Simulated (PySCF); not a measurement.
Species: CH₂S.
Structure used (PBE0-D3(BJ)/def2-SVP), in Å, numbered top down from 1:
```xyz
4
CH2S angstrom
C     -0.0591    0.0052   -0.1610
S      1.1480   -0.4186   -1.1325
H     -0.2794    1.0569    0.0815
H     -0.7262   -0.7340    0.3098
```

Level: CAM-B3LYP/def2-SVPD in PySCF, non-relativistic, on one gas-phase PBE0-D3(BJ)/def2-SVP geometry that isn't relaxed in the solvent. The solvent is an IEF-PCM continuum (Bondi radii, 1.10 Å for H, scaled by 1.2), and excitations are vertical TDDFT with non-equilibrium linear response and a frozen core. The model holds no explicit solvent molecules, cavitation or dispersion.

Gas-phase singlets (H = HOMO, L = LUMO):

| state | E (eV) | λ (nm) | f | leading configurations |
| --- | --- | --- | --- | --- |
| S1 | 2.215 | 560 | 0.000 | H→L 100% |
| S2 | 6.259 | 198 | 0.015 | H→L+1 94% |
| S3 | 6.394 | 194 | 0.201 | H-1→L 94% |
| S4 | 6.775 | 183 | 0.068 | H→L+2 96% |
| S5 | 6.843 | 181 | 0.004 | H-2→L 97% |

Problem. How does the list change in tetrahydrofuran (ε = 7.426)?

Solution. 
```csv
state,E (eV),λ (nm),f,leading configurations,change by rank (eV)
S1,2.337,531,0.000,H→L 100%,+0.122
S2,6.255,198,0.272,H-1→L 94%,-0.004
S3,6.343,195,0.054,"H→L+1 88%, H→L+2 9%",-0.051
S4,6.685,185,0.060,H→L+2 89%,-0.090
S5,6.849,181,0.005,H-2→L 98%,+0.006
```

Problem. How does the list change in methanol (ε = 32.61)?

Solution. 
| state | E (eV) | λ (nm) | f | leading configurations | change by rank (eV) |
| --- | --- | --- | --- | --- | --- |
| S1 | 2.369 | 523 | 0.000 | H→L 100% | +0.154 |
| S2 | 6.285 | 197 | 0.262 | H-1→L 94% | +0.026 |
| S3 | 6.371 | 195 | 0.060 | H→L+1 87%, H→L+2 10% | -0.023 |
| S4 | 6.682 | 186 | 0.053 | H→L+2 88%, H→L+1 9% | -0.093 |
| S5 | 6.860 | 181 | 0.004 | H-2→L 97% | +0.017 |

Problem. The ground-state energy changes by -0.118 eV from gas to methanol. By how much does the total energy of gas-phase S1 change?

Solution. E(S1) = E(S0) + excitation energy, so it changes by -0.118 + 0.154 = +0.036 eV: it isn't lowered at all, while the ground state is. This is the vertical state, with the slow part of the continuum still set for S0.

Problem. How do the frontier levels move from gas to methanol?

Solution. 
```tsv
orbital	gas (eV)	solvent (eV)	change (eV)
LUMO+2	1.94	1.78	-0.16
LUMO+1	1.35	1.53	+0.18
LUMO	-1.44	-1.34	+0.10
HOMO	-8.11	-8.16	-0.05
HOMO-1	-10.57	-10.52	+0.05
HOMO-2	-12.75	-12.71	+0.04
HOMO-3	-14.62	-14.40	+0.22
```

The HOMO–LUMO gap goes from 6.67 to 6.82 eV.
